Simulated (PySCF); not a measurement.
Level of theory: PBE-D3(BJ)/def2-TZVP // TPSS-D3(BJ)/def2-SVP (PySCF). All species are isolated molecules in the gas phase. 

Reference species (SMILES): `[OH]` (neutral, multiplicity 2).

```yaml
highest_occupied_spin_orbital: -7.14 eV
dipole_moment: 1.73 D
```

Changed species: `C[N]C` (free radical N(CH3)2; the reference has free radical OH).

Question: Give the shifts of the highest occupied spin orbital and dipole moment.

Answer: the highest occupied spin orbital rises by 1.57 eV, to -5.57 eV; the dipole moment stays essentially unchanged.
